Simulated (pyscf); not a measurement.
**Four-centre exchange: `[BH2][F]` + `[ClH]` -> `[F][BH][Cl]` + `[H][H]`**

Gas phase, singlet surface, charge 0. Bonds broken: B1–H3, Cl5–H6. Bonds formed: B1–Cl5, H3–H6. Optimised with ωB97X-D3(BJ)/def2-SVP in PySCF.

Transition state (Å):

```xyz
6

B     -1.3519    -0.3131     0.1362
F     -1.0882    -0.0465     1.4166
H     -0.4211    -1.0570    -0.4082
H     -2.4430    -0.6186    -0.2598
Cl    -0.7536     1.3508    -1.0319
H     -0.2666    -0.0744    -0.8486
```

One imaginary mode, 982i cm⁻¹; descent along it reached the two sides named.

```
bond    change  reactant side (Å)  saddle  product side
------  ------  -----------------  ------  ------------
B1–H3   breaks              1.211   1.310           3.0
Cl5–H6  breaks              1.285   1.517           3.2
B1–Cl5   forms                2.9   2.119         1.750
H3–H6    forms                2.9   1.088         0.760
```

Electronic energies relative to the separated reactants (eV):

```json
[
 {"level": "ωB97X-D3(BJ)/def2-TZVP", "barrier": "0.73", "reaction energy": "-0.86", "reverse barrier": "1.58"},
 {"level": "PBE/def2-TZVP", "barrier": "0.34", "reaction energy": "-0.91", "reverse barrier": "1.25"},
 {"level": "r²SCAN/def2-TZVP", "barrier": "0.42", "reaction energy": "-0.95", "reverse barrier": "1.36"},
 {"level": "B3LYP-D3(BJ)/def2-TZVP", "barrier": "0.68", "reaction energy": "-0.84", "reverse barrier": "1.53"},
 {"level": "PBE0-D3(BJ)/def2-TZVP", "barrier": "0.47", "reaction energy": "-0.87", "reverse barrier": "1.34"},
 {"level": "M06-2X/def2-TZVP", "barrier": "0.71", "reaction energy": "-0.89", "reverse barrier": "1.60"},
 {"level": "ωB97M-D3(BJ)/def2-TZVP", "barrier": "0.72", "reaction energy": "-0.84", "reverse barrier": "1.55"},
 {"level": "HF/def2-TZVP", "barrier": "1.57", "reaction energy": "-0.65", "reverse barrier": "2.22"}
]
```

With ωB97M-D3(BJ)/def2-TZVP energies and thermal terms (ideal gas, 1 atm, RRHO with modes under 100 cm⁻¹ raised to 100, one conformer, R ln 2 for chiral ones without a mode under 150 cm⁻¹), in eV:

```
T (K)   ΔH‡   ΔG‡     ΔH     ΔG
-----  ----  ----  -----  -----
298    0.71  1.12  -0.91  -0.86
600    0.69  1.54  -0.88  -0.82
900    0.70  1.96  -0.85  -0.79
1200   0.72  2.38  -0.84  -0.77
```

One saddle was located; it need not be the lowest between these sides.
